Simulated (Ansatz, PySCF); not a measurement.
Gas-phase enthalpy of formation at 298 K, by the atomisation route, of c1cnccn1 (SMILES; C4H4N2, pyrazine). Each molecule is optimised on its own at B3LYP-D3(BJ)/def2-TZVP (Ansatz, a first-principles code). Valence correlation only, unless marked. Open shells are spin-unrestricted. Spin-orbit coupling is left out. Non-relativistic. Basis-set limits of correlation are two-point, X^-3; Hartree-Fock from the larger set (for Q and 5 zeta extrapolated as (X+1)exp(-9√X)). Unstable Hartree-Fock reference: c1cnccn1. Thermal terms are rigid-rotor harmonic-oscillator values from B3LYP-D3(BJ) frequencies (PySCF) at 298.15 K and 1 atm. 1 Eh = 627.5095 kcal/mol.

```
species   count  E, CCSD(T)/CBS(cc-pVQZ,cc-pV5Z) (Ansatz) (Eh)  E, PBE/def2-TZVPD (Ansatz) (Eh)  measured ΔHf at 0 K (kcal/mol)  H(298) - H(0) of the element (kcal/mol)
--------  -----  ---------------------------------------------  -------------------------------  ------------------------------  ---------------------------------------
c1cnccn1      1                                     -263.97534                       -264.09351                               -                                        -
C atom        4                                      -37.78969                        -37.79605                          169.98                                     0.25
H atom        4                                       -0.50000                         -0.49962                           51.63                                     1.01
N atom        2                                      -54.53058                        -54.53224                          112.53                                     1.04
```

Molecule: zero-point energy 48.14, H(298) - H(0) 3.21 kcal/mol. The route leaves out scalar relativity and anharmonic zero-point terms, the atoms' spin-orbit terms, and in the frozen-core level the core correlation. Atomic data: G2/97 table in ASE.

Measured: 46.9 kcal/mol (CRC Handbook, as tabulated in the package chemicals). This is an older compilation, not checked against later work.

Question: Work out De, D0 and ΔHf at 0 and 298 K at both levels, and their errors against the measured value.

Answer: 
The atoms' values sum to 1111.50 (0 K) and 7.12 (thermal), in kcal/mol.
- CCSD(T)/CBS(cc-pVQZ,cc-pV5Z): De = 1101.54; D0 = 1101.54 - 48.14 = 1053.40; ΔHf(0 K) = 1111.50 - 1053.40 = 58.10; ΔHf(298 K) = 58.10 + 3.21 - 7.12 = 54.19; error +7.3.
- PBE/def2-TZVPD: De = 1158.60; D0 = 1158.60 - 48.14 = 1110.46; ΔHf(0 K) = 1111.50 - 1110.46 = 1.04; ΔHf(298 K) = 1.04 + 3.21 - 7.12 = -2.87; error -49.8.
